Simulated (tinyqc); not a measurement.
UHF in the sto-3g basis, for LiH, spin multiplicity 1, step by step (part 1 of 2). Computed by tinyqc, a small Python program that keeps every step (integrals from PySCF). Settings: charge = 0, multiplicity = 1, basis = sto-3g, energy threshold = 1e-10, iteration cap = 90, orthogonalisation = symmetric, start = Wolfsberg-Helmholz matrix, DIIS depth = 0, method = UHF, break = 0.7. Command: `OMP_NUM_THREADS=1 python tinyqc.py 22474 22475 out.jsonl` (the two numbers bound the seeds that draw the settings). One thread of a shared host (Intel(R) Xeon(R) Processor @ 2.60GHz), about 0.1 s of CPU time with the checks. Later iterations appear only in the table of the cycle.

## One-electron integrals

Geometry (angstrom):
```
atom         x         y         z
Li    0.000000  0.000000  0.000000
H     0.000000  0.000000  1.484000
```

Basis sto-3g: exponents (1/bohr^2) and contraction coefficients of normalised primitives:
```
element  l (shell)   exponent  coefficient
Li           s (1)  16.119575     0.154329
Li           s (1)   2.936201     0.535328
Li           s (1)   0.794651     0.444635
Li           s (2)   0.636290    -0.099967
Li           s (2)   0.147860     0.399513
Li           s (2)   0.048089     0.700115
Li           p (3)   0.636290     0.155916
Li           p (3)   0.147860     0.607684
Li           p (3)   0.048089     0.391957
H            s (1)   3.425251     0.154329
H            s (1)   0.623914     0.535328
H            s (1)   0.168855     0.444635
```

Overlap, kinetic and nuclear-attraction integrals over the contracted functions; the nuclear repulsion is the sum of Za Zb / Rab.

nuclear repulsion = 1.06976525 hartree

overlap S, lower triangle:
```
           1Li 1s    1Li 2s   1Li 2px   1Li 2py   1Li 2pz     2H 1s
1Li 1s   1.000000
1Li 2s   0.241137  1.000000
1Li 2px  0.000000  0.000000  1.000000
1Li 2py  0.000000  0.000000  0.000000  1.000000
1Li 2pz  0.000000  0.000000  0.000000  0.000000  1.000000
2H 1s    0.085094  0.424256  0.000000  0.000000  0.532607  1.000000
```

kinetic energy T (hartree), lower triangle:
```
            1Li 1s    1Li 2s   1Li 2px   1Li 2py   1Li 2pz     2H 1s
1Li 1s    3.576786
1Li 2s   -0.020237  0.102163
1Li 2px   0.000000  0.000000  0.319682
1Li 2py   0.000000  0.000000  0.000000  0.319682
1Li 2pz   0.000000  0.000000  0.000000  0.000000  0.319682
2H 1s    -0.017240  0.050147  0.000000  0.000000  0.147191  0.760032
```

nuclear attraction V (hartree), lower triangle:
```
            1Li 1s     1Li 2s    1Li 2px    1Li 2py    1Li 2pz      2H 1s
1Li 1s   -8.339470
1Li 2s   -1.050316  -1.510935
1Li 2px   0.000000   0.000000  -1.466590
1Li 2py   0.000000   0.000000   0.000000  -1.466590
1Li 2pz  -0.018697  -0.128284   0.000000   0.000000  -1.569658
2H 1s    -0.371790  -0.817921   0.000000   0.000000  -1.042382  -2.291740
```

core Hamiltonian H = T + V (hartree), lower triangle:
```
            1Li 1s     1Li 2s    1Li 2px    1Li 2py    1Li 2pz      2H 1s
1Li 1s   -4.762683
1Li 2s   -1.070553  -1.408772
1Li 2px   0.000000   0.000000  -1.146908
1Li 2py   0.000000   0.000000   0.000000  -1.146908
1Li 2pz  -0.018697  -0.128284   0.000000   0.000000  -1.249976
2H 1s    -0.389030  -0.767774   0.000000   0.000000  -0.895191  -1.531708
```

## Two-electron integrals

Functions are numbered as in S; the eight-fold symmetry (ij|kl) = (ji|kl) = (kl|ij) leaves the list below.

Two-electron integrals (ij|kl) in chemists' order, unique and non-zero (hartree):
```
(11|11) 1.680395   (21|11) 0.265420   (21|21) 0.049941   (22|11) 0.397727
(22|21) 0.092860   (22|22) 0.290562   (31|31) 0.008981   (32|31) 0.013788
(32|32) 0.064184   (33|11) 0.396640   (33|21) 0.092880   (33|22) 0.290497
(33|33) 0.312946   (41|41) 0.008981   (42|41) 0.013788   (42|42) 0.064184
(43|43) 0.016869   (44|11) 0.396640   (44|21) 0.092880   (44|22) 0.290497
(44|33) 0.279207   (44|44) 0.312946   (51|51) 0.008981   (52|51) 0.013788
(52|52) 0.064184   (53|53) 0.016869   (54|54) 0.016869   (55|11) 0.396640
(55|21) 0.092880   (55|22) 0.290497   (55|33) 0.279207   (55|44) 0.279207
(55|55) 0.312946   (61|11) 0.091581   (61|21) 0.017299   (61|22) 0.032621
(61|33) 0.032236   (61|44) 0.032236   (61|51) 0.002044   (61|52) 0.003899
(61|55) 0.033407   (61|61) 0.006549   (62|11) 0.169723   (62|21) 0.039880
(62|22) 0.126874   (62|33) 0.120951   (62|44) 0.120951   (62|51) 0.006540
(62|52) 0.035849   (62|55) 0.138587   (62|61) 0.016361   (62|62) 0.085580
(63|31) 0.003631   (63|32) 0.015686   (63|53) 0.005889   (63|63) 0.007055
(64|41) 0.003631   (64|42) 0.015686   (64|54) 0.005889   (64|64) 0.007055
(65|11) 0.197837   (65|21) 0.047073   (65|22) 0.155824   (65|33) 0.145622
(65|44) 0.145622   (65|51) 0.010235   (65|52) 0.054808   (65|55) 0.176029
(65|61) 0.020306   (65|62) 0.116257   (65|65) 0.161180   (66|11) 0.354415
(66|21) 0.084866   (66|22) 0.291949   (66|33) 0.267211   (66|44) 0.267211
(66|51) 0.017250   (66|52) 0.108954   (66|55) 0.340907   (66|61) 0.036883
(66|62) 0.240350   (66|65) 0.340901   (66|66) 0.774606
```

## Orthogonalisation

S = U s U^T; symmetric (Loewdin) form X = U s^(-1/2) U^T, so that X^T S X = 1.

eigenvalues of S: 0.315605  0.797455  1.000000  1.000000  1.164767  1.722173

X, lower triangle:
```
            1Li 1s     1Li 2s   1Li 2px   1Li 2py    1Li 2pz     2H 1s
1Li 1s    1.022965
1Li 2s   -0.126071   1.128662
1Li 2px   0.000000   0.000000  1.000000
1Li 2py   0.000000   0.000000  0.000000  1.000000
1Li 2pz  -0.001105   0.132469  0.000000  0.000000   1.165733
2H 1s    -0.002464  -0.311805  0.000000  0.000000  -0.390809  1.271076
```

## Starting guess

The start is the generalised Wolfsberg-Helmholz matrix (K = 1.75) built on H, with HOMO and LUMO mixed by +/-0.7 rad for the two spins; D(s) = C_occ C_occ^T for each spin.

D(alpha) at the start, lower triangle:
```
            1Li 1s     1Li 2s   1Li 2px   1Li 2py    1Li 2pz     2H 1s
1Li 1s    1.041983
1Li 2s   -0.136626   0.487148
1Li 2px   0.000000   0.000000  0.000000
1Li 2py   0.000000   0.000000  0.000000  0.000000
1Li 2pz   0.022407  -0.068643  0.000000  0.000000   0.009682
2H 1s    -0.129592   0.374121  0.000000  0.000000  -0.052794  0.287925
```

D(beta) at the start, lower triangle:
```
           1Li 1s     1Li 2s   1Li 2px   1Li 2py   1Li 2pz     2H 1s
1Li 1s   0.978531
1Li 2s   0.025932   0.115716
1Li 2px  0.000000   0.000000  0.000000
1Li 2py  0.000000   0.000000  0.000000  0.000000
1Li 2pz  0.030572  -0.237499  0.000000  0.000000  0.494667
2H 1s    0.028678  -0.147191  0.000000  0.000000  0.307410  0.191135
```

## Iteration 1: building the Fock matrix

J_ij = sum D_kl (ij|kl) with D = D(alpha) + D(beta), K_ij = sum D_kl (ik|jl) for each spin; F = H + J - K(s); E = tr D H + tr D J / 2 - 0.5 sum_s tr D(s) K(s) + E_nn.

Coulomb J (hartree), lower triangle:
```
           1Li 1s    1Li 2s   1Li 2px   1Li 2py   1Li 2pz     2H 1s
1Li 1s   4.105398
1Li 2s   0.707290  1.374946
1Li 2px  0.000000  0.000000  1.347355
1Li 2py  0.000000  0.000000  0.000000  1.347355
1Li 2pz  0.008541  0.057751  0.000000  0.000000  1.422928
2H 1s    0.249668  0.669108  0.000000  0.000000  0.833613  1.626691
```

exchange K(alpha) (hartree), lower triangle:
```
            1Li 1s    1Li 2s   1Li 2px   1Li 2py   1Li 2pz     2H 1s
1Li 1s    1.693709
1Li 2s    0.267818  0.274283
1Li 2px   0.000000  0.000000  0.049226
1Li 2py   0.000000  0.000000  0.000000  0.049226
1Li 2pz  -0.001524  0.066068  0.000000  0.000000  0.106066
2H 1s     0.089928  0.243878  0.000000  0.000000  0.158610  0.387867
```

exchange K(beta) (hartree), lower triangle:
```
           1Li 1s     1Li 2s   1Li 2px   1Li 2py   1Li 2pz     2H 1s
1Li 1s   1.670974
1Li 2s   0.289925   0.122394
1Li 2px  0.000000   0.000000  0.025835
1Li 2py  0.000000   0.000000  0.000000  0.025835
1Li 2pz  0.002594  -0.025978  0.000000  0.000000  0.295220
2H 1s    0.111566   0.079143  0.000000  0.000000  0.236330  0.331917
```

F(alpha) (hartree), lower triangle:
```
            1Li 1s     1Li 2s   1Li 2px   1Li 2py    1Li 2pz      2H 1s
1Li 1s   -2.350995
1Li 2s   -0.631080  -0.308109
1Li 2px   0.000000   0.000000  0.151221
1Li 2py   0.000000   0.000000  0.000000  0.151221
1Li 2pz  -0.008633  -0.136601  0.000000  0.000000   0.066885
2H 1s    -0.229291  -0.342545  0.000000  0.000000  -0.220188  -0.292884
```

F(beta) (hartree), lower triangle:
```
            1Li 1s     1Li 2s   1Li 2px   1Li 2py    1Li 2pz      2H 1s
1Li 1s   -2.328260
1Li 2s   -0.653188  -0.156220
1Li 2px   0.000000   0.000000  0.174612
1Li 2py   0.000000   0.000000  0.000000  0.174612
1Li 2pz  -0.012750  -0.044555  0.000000  0.000000  -0.122269
2H 1s    -0.250928  -0.177809  0.000000  0.000000  -0.297908  -0.236934
```

total energy of this density = -7.66819020 hartree

## Iteration 1: diagonalisation and new density

Diagonalise F' = X^T F X, C = X C', fill 2 alpha and 2 beta electrons from the bottom; D(s) = C_occ C_occ^T. Each column has its largest component positive (the first on a tie).

F' = X^T F X (alpha) (hartree), lower triangle:
```
           1          2         3         4          5          6
1  -2.301418
2  -0.330030  -0.076863
3   0.000000   0.000000  0.151221
4   0.000000   0.000000  0.000000  0.151221
5   0.007068   0.004015  0.000000  0.000000   0.234664
6  -0.050883  -0.289326  0.000000  0.000000  -0.274736  -0.035513
```

orbital energies (alpha) (hartree): MO1 -2.353053, MO2 -0.376713, MO3 0.088347, MO4 0.151221, MO5 0.151221, MO6 0.462289

coefficients C (alpha):
```
              MO1        MO2        MO3       MO4        MO5        MO6
1Li 1s   0.991985  -0.195145  -0.187524  0.000000   0.000000   0.071272
1Li 2s   0.030509   0.480786   0.848706  0.000000   0.000000  -0.672424
1Li 2px  0.000000   0.000000   0.000000  0.007728   0.999970   0.000000
1Li 2py  0.000000   0.000000   0.000000  0.999970  -0.007728   0.000000
1Li 2pz  0.004368   0.171969  -0.486203  0.000000   0.000000  -1.123934
2H 1s    0.002091   0.628924  -0.388713  0.000000   0.000000   1.148454
```

F' = X^T F X (beta) (hartree), lower triangle:
```
           1          2         3         4          5         6
1  -2.269264
2  -0.369680   0.041831
3   0.000000   0.000000  0.174612
4   0.000000   0.000000  0.000000  0.174612
5   0.000255   0.079793  0.000000  0.000000   0.071012
6  -0.086341  -0.167324  0.000000  0.000000  -0.340050  0.009921
```

orbital energies (beta) (hartree): MO1 -2.332254, MO2 -0.307485, MO3 0.035573, MO4 0.174612, MO5 0.174612, MO6 0.457666

coefficients C (beta):
```
              MO1        MO2        MO3       MO4        MO5        MO6
1Li 1s   0.989204  -0.083407  -0.263008  0.000000   0.000000   0.087777
1Li 2s   0.038044   0.026064   0.911507  0.000000   0.000000  -0.756022
1Li 2px  0.000000   0.000000   0.000000  0.759628  -0.650358   0.000000
1Li 2py  0.000000   0.000000   0.000000  0.650358   0.759628   0.000000
1Li 2pz  0.002709   0.475457  -0.425142  0.000000   0.000000  -1.059434
2H 1s    0.008812   0.655770   0.094198  0.000000   0.000000   1.194407
```

D(alpha) after iteration 1, lower triangle:
```
            1Li 1s    1Li 2s   1Li 2px   1Li 2py   1Li 2pz     2H 1s
1Li 1s    1.022115
1Li 2s   -0.063559  0.232086
1Li 2px   0.000000  0.000000  0.000000
1Li 2py   0.000000  0.000000  0.000000  0.000000
1Li 2pz  -0.029226  0.082814  0.000000  0.000000  0.029593
2H 1s    -0.120657  0.302442  0.000000  0.000000  0.108165  0.395550
```

D(beta) after iteration 1, lower triangle:
```
            1Li 1s    1Li 2s   1Li 2px   1Li 2py   1Li 2pz     2H 1s
1Li 1s    0.985482
1Li 2s    0.035459  0.002127
1Li 2px   0.000000  0.000000  0.000000
1Li 2py   0.000000  0.000000  0.000000  0.000000
1Li 2pz  -0.036977  0.012495  0.000000  0.000000  0.226067
2H 1s    -0.045979  0.017427  0.000000  0.000000  0.311815  0.430112
```

Within a degenerate level the vectors are fixed only up to a rotation; this is one choice.

## Iteration 2: building the Fock matrix

As before.

Coulomb J (hartree), lower triangle:
```
           1Li 1s    1Li 2s   1Li 2px   1Li 2py   1Li 2pz     2H 1s
1Li 1s   4.090055
1Li 2s   0.704902  1.377809
1Li 2px  0.000000  0.000000  1.340069
1Li 2py  0.000000  0.000000  0.000000  1.340069
1Li 2pz  0.027781  0.168039  0.000000  0.000000  1.445974
2H 1s    0.255332  0.755003  0.000000  0.000000  0.969582  1.948146
```

exchange K(alpha) (hartree), lower triangle:
```
           1Li 1s    1Li 2s   1Li 2px   1Li 2py   1Li 2pz     2H 1s
1Li 1s   1.687071
1Li 2s   0.271759  0.217303
1Li 2px  0.000000  0.000000  0.035499
1Li 2py  0.000000  0.000000  0.000000  0.035499
1Li 2pz  0.001031  0.144660  0.000000  0.000000  0.164102
2H 1s    0.095590  0.279922  0.000000  0.000000  0.282428  0.563940
```

exchange K(beta) (hartree), lower triangle:
```
           1Li 1s    1Li 2s   1Li 2px   1Li 2py   1Li 2pz     2H 1s
1Li 1s   1.673231
1Li 2s   0.283712  0.130850
1Li 2px  0.000000  0.000000  0.020699
1Li 2py  0.000000  0.000000  0.000000  0.020699
1Li 2pz  0.000374  0.111670  0.000000  0.000000  0.260783
2H 1s    0.105302  0.208316  0.000000  0.000000  0.348439  0.596386
```

F(alpha) (hartree), lower triangle:
```
            1Li 1s     1Li 2s   1Li 2px   1Li 2py    1Li 2pz      2H 1s
1Li 1s   -2.359699
1Li 2s   -0.637410  -0.248265
1Li 2px   0.000000   0.000000  0.157662
1Li 2py   0.000000   0.000000  0.000000  0.157662
1Li 2pz   0.008053  -0.104905  0.000000  0.000000   0.031896
2H 1s    -0.229287  -0.292693  0.000000  0.000000  -0.208037  -0.147502
```

F(beta) (hartree), lower triangle:
```
            1Li 1s     1Li 2s   1Li 2px   1Li 2py    1Li 2pz      2H 1s
1Li 1s   -2.345860
1Li 2s   -0.649363  -0.161812
1Li 2px   0.000000   0.000000  0.172463
1Li 2py   0.000000   0.000000  0.000000  0.172463
1Li 2pz   0.008710  -0.071914  0.000000  0.000000  -0.064785
2H 1s    -0.239000  -0.221087  0.000000  0.000000  -0.274048  -0.179949
```

total energy of this density = -7.82561281 hartree

## Iteration 2: diagonalisation and new density

As before.

F' = X^T F X (alpha) (hartree), lower triangle:
```
           1          2         3         4          5         6
1  -2.307939
2  -0.341200  -0.012617
3   0.000000   0.000000  0.157662
4   0.000000   0.000000  0.000000  0.157662
5   0.023049   0.036099  0.000000  0.000000   0.203886
6  -0.060012  -0.301011  0.000000  0.000000  -0.312359  0.156006
```

orbital energies (alpha) (hartree): MO1 -2.361927, MO2 -0.275551, MO3 0.084395, MO4 0.157662, MO5 0.157662, MO6 0.592418

coefficients C (alpha):
```
               MO1        MO2        MO3        MO4       MO5        MO6
1Li 1s    0.991857  -0.192530  -0.188469   0.000000  0.000000   0.077403
1Li 2s    0.029916   0.514336   0.760412   0.000000  0.000000  -0.748918
1Li 2px   0.000000   0.000000   0.000000   0.914111  0.405464   0.000000
1Li 2py   0.000000   0.000000   0.000000  -0.405464  0.914111   0.000000
1Li 2pz  -0.004271   0.286957  -0.638057   0.000000  0.000000  -1.019674
2H 1s     0.005118   0.533926  -0.188908   0.000000  0.000000   1.242902
```

F' = X^T F X (beta) (hartree), lower triangle:
```
           1          2         3         4          5         6
1  -2.288899
2  -0.364082   0.060417
3   0.000000   0.000000  0.172463
4   0.000000   0.000000  0.000000  0.172463
5   0.023539   0.066633  0.000000  0.000000   0.131978
6  -0.075424  -0.237807  0.000000  0.000000  -0.356574  0.114130
```

orbital energies (beta) (hartree): MO1 -2.349122, MO2 -0.272354, MO3 0.064361, MO4 0.172463, MO5 0.172463, MO6 0.574742

coefficients C (beta):
```
               MO1        MO2        MO3       MO4        MO5        MO6
1Li 1s    0.990303  -0.122217  -0.245123  0.000000   0.000000   0.081467
1Li 2s    0.034348   0.219903   0.879939  0.000000   0.000000  -0.762044
1Li 2px   0.000000   0.000000   0.000000  0.964915  -0.262564   0.000000
1Li 2py   0.000000   0.000000   0.000000  0.262564   0.964915   0.000000
1Li 2pz  -0.006290   0.452768  -0.518511  0.000000   0.000000  -1.027289
2H 1s     0.008405   0.597734   0.005023  0.000000   0.000000   1.228093
```

D(alpha) after iteration 2, lower triangle:
```
            1Li 1s    1Li 2s   1Li 2px   1Li 2py   1Li 2pz     2H 1s
1Li 1s    1.020848
1Li 2s   -0.069353  0.265437
1Li 2px   0.000000  0.000000  0.000000
1Li 2py   0.000000  0.000000  0.000000  0.000000
1Li 2pz  -0.059483  0.147465  0.000000  0.000000  0.082362
2H 1s    -0.097720  0.274771  0.000000  0.000000  0.153192  0.285103
```

D(beta) after iteration 2, lower triangle:
```
            1Li 1s    1Li 2s   1Li 2px   1Li 2py   1Li 2pz     2H 1s
1Li 1s    0.995637
1Li 2s    0.007139  0.049537
1Li 2px   0.000000  0.000000  0.000000
1Li 2py   0.000000  0.000000  0.000000  0.000000
1Li 2pz  -0.061564  0.099349  0.000000  0.000000  0.205038
2H 1s    -0.064730  0.131732  0.000000  0.000000  0.270582  0.357356
```

Within a degenerate level the vectors are fixed only up to a rotation; this is one choice.

## Iteration 3: building the Fock matrix

As before.

Coulomb J (hartree), lower triangle:
```
           1Li 1s    1Li 2s   1Li 2px   1Li 2py   1Li 2pz     2H 1s
1Li 1s   4.098338
1Li 2s   0.706166  1.377649
1Li 2px  0.000000  0.000000  1.342959
1Li 2py  0.000000  0.000000  0.000000  1.342959
1Li 2pz  0.029042  0.172675  0.000000  0.000000  1.439730
2H 1s    0.255905  0.750396  0.000000  0.000000  0.960868  1.913657
```

exchange K(alpha) (hartree), lower triangle:
```
            1Li 1s    1Li 2s   1Li 2px   1Li 2py   1Li 2pz     2H 1s
1Li 1s    1.686709
1Li 2s    0.273600  0.217826
1Li 2px   0.000000  0.000000  0.037408
1Li 2py   0.000000  0.000000  0.000000  0.037408
1Li 2pz  -0.001450  0.156157  0.000000  0.000000  0.178072
2H 1s     0.096774  0.272923  0.000000  0.000000  0.283618  0.522442
```

exchange K(beta) (hartree), lower triangle:
```
            1Li 1s    1Li 2s   1Li 2px   1Li 2py   1Li 2pz     2H 1s
1Li 1s    1.677317
1Li 2s    0.281002  0.156850
1Li 2px   0.000000  0.000000  0.025148
1Li 2py   0.000000  0.000000  0.000000  0.025148
1Li 2pz  -0.001533  0.144324  0.000000  0.000000  0.242458
2H 1s     0.102923  0.241178  0.000000  0.000000  0.341420  0.584484
```

F(alpha) (hartree), lower triangle:
```
            1Li 1s     1Li 2s   1Li 2px   1Li 2py    1Li 2pz      2H 1s
1Li 1s   -2.351055
1Li 2s   -0.637988  -0.248949
1Li 2px   0.000000   0.000000  0.158643
1Li 2py   0.000000   0.000000  0.000000  0.158643
1Li 2pz   0.011794  -0.111766  0.000000  0.000000   0.011682
2H 1s    -0.229899  -0.290302  0.000000  0.000000  -0.217941  -0.140493
```

F(beta) (hartree), lower triangle:
```
            1Li 1s     1Li 2s   1Li 2px   1Li 2py    1Li 2pz      2H 1s
1Li 1s   -2.341663
1Li 2s   -0.645389  -0.187973
1Li 2px   0.000000   0.000000  0.170903
1Li 2py   0.000000   0.000000  0.000000  0.170903
1Li 2pz   0.011877  -0.099933  0.000000  0.000000  -0.052705
2H 1s    -0.236048  -0.258556  0.000000  0.000000  -0.275743  -0.202535
```

total energy of this density = -7.85362288 hartree
